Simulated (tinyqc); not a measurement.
Worked calculation: RKS/LDA (VWN5) in the sto-3g basis, for CH2, spin multiplicity 1. This run ends on a higher stationary point, not on the lowest solution. One step of it, computed by the program tinyqc.

Question. Iteration 2: building the Kohn-Sham matrix. J_ij = sum D_kl (ij|kl); F = H + J + V_xc; E = tr D H + tr D J / 2 + E_xc + E_nn.

D after iteration 1, lower triangle:
```
            1C 1s      1C 2s    1C 2px     1C 2py    1C 2pz      2H 1s     3H 1s
1C 1s    2.076488
1C 2s   -0.310322   1.499939
1C 2px   0.000000   0.000000  0.000000
1C 2py   0.000000   0.000000  0.000000   0.162852
1C 2pz   0.243901  -1.051541  0.000000   0.000000  0.944707
2H 1s   -0.073461  -0.142063  0.000000   0.343624  0.469962   1.410709
3H 1s   -0.073461  -0.142063  0.000000  -0.343624  0.469962  -0.039410  1.410709
```

core Hamiltonian H = T + V (hartree), lower triangle:
```
             1C 1s      1C 2s     1C 2px     1C 2py     1C 2pz      2H 1s      3H 1s
1C 1s   -18.696999
1C 2s    -4.510432  -5.631090
1C 2px    0.000000   0.000000  -4.504856
1C 2py    0.000000   0.000000   0.000000  -4.693107
1C 2pz   -0.014224  -0.148193   0.000000   0.000000  -4.553329
2H 1s    -1.036622  -2.314527   0.000000  -1.716324  -0.902841  -3.483490
3H 1s    -1.036622  -2.314527   0.000000   1.716324  -0.902841  -0.566090  -3.483490
```

Two-electron integrals (ij|kl) in chemists' order, unique and non-zero (hartree):
```
(11|11) 3.541948    (21|11) 0.576921    (21|21) 0.111888    (22|11) 0.854682
(22|21) 0.205284    (22|22) 0.624709    (31|31) 0.020296    (32|31) 0.030858
(32|32) 0.137996    (33|11) 0.852436    (33|21) 0.205335    (33|22) 0.624568
(33|33) 0.672833    (41|41) 0.020296    (42|41) 0.030858    (42|42) 0.137996
(43|43) 0.036269    (44|11) 0.852436    (44|21) 0.205335    (44|22) 0.624568
(44|33) 0.600295    (44|44) 0.672833    (51|51) 0.020296    (52|51) 0.030858
(52|52) 0.137996    (53|53) 0.036269    (54|54) 0.036269    (55|11) 0.852436
(55|21) 0.205335    (55|22) 0.624568    (55|33) 0.600295    (55|44) 0.600295
(55|55) 0.672833    (61|11) 0.132225    (61|21) 0.025485    (61|22) 0.046658
(61|33) 0.046497    (61|41) 0.001394    (61|42) 0.002591    (61|44) 0.046893
(61|51) 0.000707    (61|52) 0.001315    (61|54) 0.000201    (61|55) 0.046599
(61|61) 0.005937    (62|11) 0.311660    (62|21) 0.075830    (62|22) 0.253242
(62|33) 0.247223    (62|41) 0.006441    (62|42) 0.044035    (62|44) 0.261397
(62|51) 0.003268    (62|52) 0.022345    (62|54) 0.007192    (62|55) 0.250873
(62|61) 0.018012    (62|62) 0.133628    (63|31) 0.007780    (63|32) 0.040812
(63|43) 0.008658    (63|53) 0.004393    (63|63) 0.016605    (64|11) 0.234878
(64|21) 0.057896    (64|22) 0.205021    (64|33) 0.194666    (64|41) 0.012075
(64|42) 0.073966    (64|44) 0.222743    (64|51) 0.002179    (64|52) 0.016824
(64|54) 0.009854    (64|55) 0.197436    (64|61) 0.014412    (64|62) 0.128548
(64|64) 0.138029    (65|11) 0.119185    (65|21) 0.029378    (65|22) 0.104034
(65|33) 0.098780    (65|41) 0.002179    (65|42) 0.016824    (65|44) 0.104240
(65|51) 0.008886    (65|52) 0.049349    (65|54) 0.011429    (65|55) 0.108972
(65|61) 0.007313    (65|62) 0.065230    (65|64) 0.061614    (65|65) 0.047870
(66|11) 0.458529    (66|21) 0.113478    (66|22) 0.430217    (66|33) 0.407303
(66|41) 0.012297    (66|42) 0.112222    (66|44) 0.461566    (66|51) 0.006240
(66|52) 0.056945    (66|54) 0.027535    (66|55) 0.421275    (66|61) 0.027371
(66|62) 0.284957    (66|64) 0.303036    (66|65) 0.153770    (66|66) 0.774606
(71|11) 0.132225    (71|21) 0.025485    (71|22) 0.046658    (71|33) 0.046497
(71|41) -0.001394   (71|42) -0.002591   (71|44) 0.046893    (71|51) 0.000707
(71|52) 0.001315    (71|54) -0.000201   (71|55) 0.046599    (71|61) 0.005732
(71|62) 0.016822    (71|64) 0.012241    (71|65) 0.006839    (71|66) 0.024998
(71|71) 0.005937    (72|11) 0.311660    (72|21) 0.075830    (72|22) 0.253242
(72|33) 0.247223    (72|41) -0.006441   (72|42) -0.044035   (72|44) 0.261397
(72|51) 0.003268    (72|52) 0.022345    (72|54) -0.007192   (72|55) 0.250873
(72|61) 0.016822    (72|62) 0.094185    (72|64) 0.065377    (72|65) 0.044657
(72|66) 0.155781    (72|71) 0.018012    (72|72) 0.133628    (73|31) 0.007780
(73|32) 0.040812    (73|43) -0.008658   (73|53) 0.004393    (73|63) 0.010877
(73|73) 0.016605    (74|11) -0.234878   (74|21) -0.057896   (74|22) -0.205021
(74|33) -0.194666   (74|41) 0.012075    (74|42) 0.073966    (74|44) -0.222743
(74|51) -0.002179   (74|52) -0.016824   (74|54) 0.009854    (74|55) -0.197436
(74|61) -0.012241   (74|62) -0.065377   (74|64) -0.035737   (74|65) -0.030395
(74|66) -0.100504   (74|71) -0.014412   (74|72) -0.128548   (74|74) 0.138029
(75|11) 0.119185    (75|21) 0.029378    (75|22) 0.104034    (75|33) 0.098780
(75|41) -0.002179   (75|42) -0.016824   (75|44) 0.104240    (75|51) 0.008886
(75|52) 0.049349    (75|54) -0.011429   (75|55) 0.108972    (75|61) 0.006839
(75|62) 0.044657    (75|64) 0.030395    (75|65) 0.031617    (75|66) 0.078318
(75|71) 0.007313    (75|72) 0.065230    (75|74) -0.061614   (75|75) 0.047870
(76|11) 0.071056    (76|21) 0.017317    (76|22) 0.059306    (76|33) 0.057885
(76|44) 0.059889    (76|51) 0.001268    (76|52) 0.009061    (76|55) 0.060086
(76|61) 0.003999    (76|62) 0.027472    (76|64) 0.023010    (76|65) 0.014760
(76|66) 0.053966    (76|71) 0.003999    (76|72) 0.027472    (76|74) -0.023010
(76|75) 0.014760    (76|76) 0.006887    (77|11) 0.458529    (77|21) 0.113478
(77|22) 0.430217    (77|33) 0.407303    (77|41) -0.012297   (77|42) -0.112222
(77|44) 0.461566    (77|51) 0.006240    (77|52) 0.056945    (77|54) -0.027535
(77|55) 0.421275    (77|61) 0.024998    (77|62) 0.155781    (77|64) 0.100504
(77|65) 0.078318    (77|66) 0.261400    (77|71) 0.027371    (77|72) 0.284957
(77|74) -0.303036   (77|75) 0.153770    (77|76) 0.053966    (77|77) 0.774606
```

nuclear repulsion = 5.87450722 hartree

V_xc (hartree), lower triangle:
```
            1C 1s      1C 2s     1C 2px     1C 2py     1C 2pz      2H 1s      3H 1s
1C 1s   -2.150845
1C 2s   -0.307263  -0.517272
1C 2px   0.000000   0.000000  -0.463481
1C 2py   0.000000   0.000000   0.000000  -0.544270
1C 2pz   0.008423   0.034265   0.000000   0.000000  -0.533308
2H 1s   -0.070609  -0.227550   0.000000  -0.203355  -0.094777  -0.502922
3H 1s   -0.070609  -0.227550   0.000000   0.203355  -0.094777  -0.051575  -0.502922
```

E_xc = sum of w rho eps_xc = -5.65165520 hartree

Give: Coulomb J; Kohn-Sham matrix F; total energy of this density.

Answer.

Coulomb J (hartree), lower triangle:
```
          1C 1s    1C 2s  1C 2px   1C 2py  1C 2pz   2H 1s   3H 1s
1C 1s   10.8419
1C 2s    2.0669   4.8050
1C 2px   0.0000   0.0000  4.6880
1C 2py   0.0000   0.0000  0.0000   4.8935
1C 2pz  -0.0199  -0.0124  0.0000   0.0000  4.8167
2H 1s    0.4715   2.0004  0.0000   1.6621  0.8367  3.7032
3H 1s    0.4715   2.0004  0.0000  -1.6621  0.8367  0.4681  3.7032
```

Kohn-Sham matrix F (hartree), lower triangle:
```
           1C 1s    1C 2s   1C 2px   1C 2py   1C 2pz    2H 1s    3H 1s
1C 1s   -10.0060
1C 2s    -2.7508  -1.3434
1C 2px    0.0000   0.0000  -0.2803
1C 2py    0.0000   0.0000   0.0000  -0.3439
1C 2pz   -0.0257  -0.1263   0.0000   0.0000  -0.2700
2H 1s    -0.6357  -0.5417   0.0000  -0.2575  -0.1610  -0.2832
3H 1s    -0.6357  -0.5417   0.0000   0.2575  -0.1610  -0.1495  -0.2832
```

total energy of this density = -37.832154 hartree
